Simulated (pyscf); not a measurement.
Structures and frequencies: ωB97X-D3(BJ)/def2-SVP in PySCF.

Q: For the elementary gas-phase step H₂O (SMILES O) + H₂N–B(Cl)–Cl (SMILES NB(Cl)Cl) -> HO–B(Cl)–Cl (SMILES OB(Cl)Cl) + NH₃ (SMILES N) (singlet surface; H–O, B–N broken, B–O, H–N formed), what barrier and reaction energy does ωB97M-D3(BJ)/def2-TZVP give, measured from the separated reactants?

A: ΔE‡ = 11.2 kcal/mol, ΔE = -2.1 kcal/mol. Zero-point energy shifts the barrier by +0.7 kcal/mol. It is a four-centre exchange, with an imaginary mode of 1265i cm⁻¹. On the reactant side the descent ends in an adduct with a B–O contact, 2.1 kcal/mol over the separated species and 8.9 kcal/mol under the saddle at ωB97X-D3(BJ)/def2-TZVP. On the product side the descent ends in an adduct with a B–N contact, 19.9 kcal/mol under the separated species and 32.8 kcal/mol under the saddle at ωB97X-D3(BJ)/def2-TZVP. What is counted as formed (B–O) is already present as a longer contact in the reactant adduct; forming that adduct is a step of its own. What is counted as broken (B–N) persists as a longer contact in the product adduct; parting that adduct is a step of its own. This is the saddle that the search found; another between the same sides may lie lower.
